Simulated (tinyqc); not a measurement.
Inside a calculation. Method: RKS/LDA (VWN5) in the sto-6g basis, for H2F+, spin multiplicity 1. One step of it, computed by the program tinyqc.

Task: Iteration 1: building the Kohn-Sham matrix. J_ij = sum D_kl (ij|kl); F = H + J + V_xc; E = tr D H + tr D J / 2 + E_xc + E_nn.

D at the start, lower triangle:
```
            1F 1s      1F 2s    1F 2px     1F 2py     1F 2pz     2H 1s     3H 1s
1F 1s    2.121289
1F 2s   -0.534650   2.351326
1F 2px   0.000000   0.000000  2.000000
1F 2py   0.002911  -0.018382  0.000000   2.143425
1F 2pz  -0.023185   0.134061  0.000000  -0.009272   2.074061
2H 1s    0.049000  -0.206542  0.000000  -0.206611  -0.134577  0.045768
3H 1s    0.055551  -0.235232  0.000000   0.226312  -0.150633  0.007014  0.056045
```

core Hamiltonian H = T + V (hartree), lower triangle:
```
             1F 1s       1F 2s     1F 2px     1F 2py     1F 2pz      2H 1s      3H 1s
1F 1s   -41.347473
1F 2s    -9.223579  -11.314455
1F 2px    0.000000    0.000000  -9.101038
1F 2py    0.000791    0.008899   0.000000  -9.182086
1F 2pz   -0.012630   -0.147924   0.000000   0.004411  -9.151638
2H 1s    -1.110236   -2.657734   0.000000  -1.456555  -1.186517  -4.752312
3H 1s    -1.267381   -2.956315   0.000000   1.595186  -1.298107  -1.032765  -4.938690
```

Two-electron integrals (ij|kl) in chemists' order, unique and non-zero (hartree):
```
(11|11) 5.406240    (21|11) 0.768129    (21|21) 0.138909    (22|11) 1.266271
(22|21) 0.283987    (22|22) 0.926367    (31|31) 0.029452    (32|31) 0.044681
(32|32) 0.204753    (33|11) 1.266273    (33|21) 0.283987    (33|22) 0.926366
(33|33) 0.998085    (41|41) 0.029452    (42|41) 0.044681    (42|42) 0.204753
(43|43) 0.053789    (44|11) 1.266273    (44|21) 0.283987    (44|22) 0.926366
(44|33) 0.890506    (44|44) 0.998085    (51|51) 0.029452    (52|51) 0.044681
(52|52) 0.204753    (53|53) 0.053789    (54|54) 0.053789    (55|11) 1.266273
(55|21) 0.283987    (55|22) 0.926366    (55|33) 0.890506    (55|44) 0.890506
(55|55) 0.998085    (61|11) 0.097766    (61|21) 0.016958    (61|22) 0.033948
(61|33) 0.033891    (61|41) 0.000580    (61|42) 0.001137    (61|44) 0.033996
(61|51) 0.000458    (61|52) 0.000898    (61|54) 0.000083    (61|55) 0.033957
(61|61) 0.002105    (62|11) 0.260532    (62|21) 0.059370    (62|22) 0.217688
(62|33) 0.214561    (62|41) 0.003389    (62|42) 0.026106    (62|44) 0.220337
(62|51) 0.002677    (62|52) 0.020619    (62|54) 0.004562    (62|55) 0.218164
(62|61) 0.007259    (62|62) 0.064865    (63|31) 0.006419    (63|32) 0.037349
(63|43) 0.005391    (63|53) 0.004258    (63|63) 0.009245    (64|11) 0.144033
(64|21) 0.033269    (64|22) 0.130351    (64|33) 0.124976    (64|41) 0.008039
(64|42) 0.051816    (64|44) 0.139048    (64|51) 0.001280    (64|52) 0.011426
(64|54) 0.006857    (64|55) 0.127029    (64|61) 0.004233    (64|62) 0.047671
(64|64) 0.043938    (65|11) 0.113760    (65|21) 0.026276    (65|22) 0.102953
(65|33) 0.098708    (65|41) 0.001280    (65|42) 0.011426    (65|44) 0.101307
(65|51) 0.007430    (65|52) 0.046374    (65|54) 0.007444    (65|55) 0.108845
(65|61) 0.003343    (65|62) 0.037651    (65|64) 0.027401    (65|65) 0.030887
(66|11) 0.442883    (66|21) 0.102809    (66|22) 0.434394    (66|33) 0.420794
(66|41) 0.006860    (66|42) 0.074777    (66|44) 0.445920    (66|51) 0.005418
(66|52) 0.059060    (66|54) 0.019845    (66|55) 0.436468    (66|61) 0.012640
(66|62) 0.172805    (66|64) 0.147027    (66|65) 0.116124    (66|66) 0.774999
(71|11) 0.111678    (71|21) 0.019367    (71|22) 0.038756    (71|33) 0.038690
(71|41) -0.000662   (71|42) -0.001296   (71|44) 0.038811    (71|51) 0.000523
(71|52) 0.001024    (71|54) -0.000095   (71|55) 0.038766    (71|61) 0.002375
(71|62) 0.008062    (71|64) 0.004326    (71|65) 0.003717    (71|66) 0.013946
(71|71) 0.002745    (72|11) 0.290935    (72|21) 0.066268    (72|22) 0.242188
(72|33) 0.238727    (72|41) -0.003778   (72|42) -0.028838   (72|44) 0.245117
(72|51) 0.002986    (72|52) 0.022794    (72|54) -0.005052   (72|55) 0.242720
(72|61) 0.007883    (72|62) 0.058723    (72|64) 0.029887    (72|65) 0.033077
(72|66) 0.126280    (72|71) 0.009249    (72|72) 0.079432    (73|31) 0.007249
(73|32) 0.041889    (73|43) -0.005983   (73|53) 0.004729    (73|63) 0.008161
(73|73) 0.011463    (74|11) -0.158423   (74|21) -0.036584   (74|22) -0.142906
(74|33) -0.136941   (74|41) 0.009046    (74|42) 0.057776    (74|44) -0.152556
(74|51) -0.001420   (74|52) -0.012557   (74|54) 0.007613    (74|55) -0.139220
(74|61) -0.004162   (74|62) -0.029271   (74|64) -0.007139   (74|65) -0.016196
(74|66) -0.057986   (74|71) -0.005319   (74|72) -0.057529   (74|74) 0.052763
(75|11) 0.125223    (75|21) 0.028917    (75|22) 0.112958    (75|33) 0.108243
(75|41) -0.001420   (75|42) -0.012557   (75|44) 0.111126    (75|51) 0.008372
(75|52) 0.051815    (75|54) -0.008262   (75|55) 0.119503    (75|61) 0.003587
(75|62) 0.032758    (75|64) 0.016328    (75|65) 0.026339    (75|66) 0.077421
(75|71) 0.004205    (75|72) 0.045473    (75|74) -0.032645   (75|75) 0.037266
(76|11) 0.092492    (76|21) 0.021342    (76|22) 0.086175    (76|33) 0.084446
(76|41) 0.000019    (76|42) 0.000218    (76|44) 0.085809    (76|51) 0.001469
(76|52) 0.013992    (76|54) 0.000049    (76|55) 0.088268    (76|61) 0.002587
(76|62) 0.026644    (76|64) 0.017242    (76|65) 0.017666    (76|66) 0.080482
(76|71) 0.002952    (76|72) 0.029187    (76|74) -0.018410   (76|75) 0.019117
(76|76) 0.014230    (77|11) 0.463527    (77|21) 0.107562    (77|22) 0.452692
(77|33) 0.438036    (77|41) -0.007411   (77|42) -0.079590   (77|44) 0.465096
(77|51) 0.005858    (77|52) 0.062911    (77|54) -0.021389   (77|55) 0.454942
(77|61) 0.012779    (77|62) 0.118201    (77|64) 0.055121    (77|65) 0.073401
(77|66) 0.291698    (77|71) 0.015108    (77|72) 0.195502    (77|74) -0.164057
(77|75) 0.129676    (77|76) 0.080482    (77|77) 0.774999
```

nuclear repulsion = 8.59852445 hartree

V_xc (hartree), lower triangle:
```
            1F 1s      1F 2s     1F 2px     1F 2py     1F 2pz      2H 1s      3H 1s
1F 1s   -3.321480
1F 2s   -0.439642  -0.947123
1F 2px   0.000000   0.000000  -0.952828
1F 2py   0.000059   0.000641   0.000000  -0.939821
1F 2pz  -0.000658  -0.003713   0.000000   0.000364  -0.948837
2H 1s   -0.057165  -0.189452   0.000000  -0.101734  -0.080975  -0.193776
3H 1s   -0.065294  -0.211952   0.000000   0.112247  -0.089691  -0.052676  -0.210831
```

E_xc = sum of w rho eps_xc = -10.92728214 hartree

Give: Coulomb J; Kohn-Sham matrix F; total energy of this density.

Result:

Coulomb J (hartree), lower triangle:
```
          1F 1s    1F 2s  1F 2px   1F 2py  1F 2pz   2H 1s   3H 1s
1F 1s   21.1228
1F 2s    3.8274   9.9903
1F 2px   0.0000   0.0000  9.9914
1F 2py  -0.0004  -0.0001  0.0000   9.9897
1F 2pz   0.0031   0.0017  0.0000   0.0003  9.9897
2H 1s    0.4698   2.2684  0.0000   1.3325  1.0515  4.3495
3H 1s    0.5365   2.5255  0.0000  -1.4610  1.1541  0.8738  4.5333
```

Kohn-Sham matrix F (hartree), lower triangle:
```
           1F 1s    1F 2s   1F 2px   1F 2py   1F 2pz    2H 1s    3H 1s
1F 1s   -23.5462
1F 2s    -5.8358  -2.2713
1F 2px    0.0000   0.0000  -0.0625
1F 2py    0.0005   0.0094   0.0000  -0.1322
1F 2pz   -0.0102  -0.1499   0.0000   0.0051  -0.1108
2H 1s    -0.6976  -0.5787   0.0000  -0.2258  -0.2159  -0.5966
3H 1s    -0.7962  -0.6428   0.0000   0.2464  -0.2337  -0.2116  -0.6162
```

total energy of this density = -98.457486 hartree
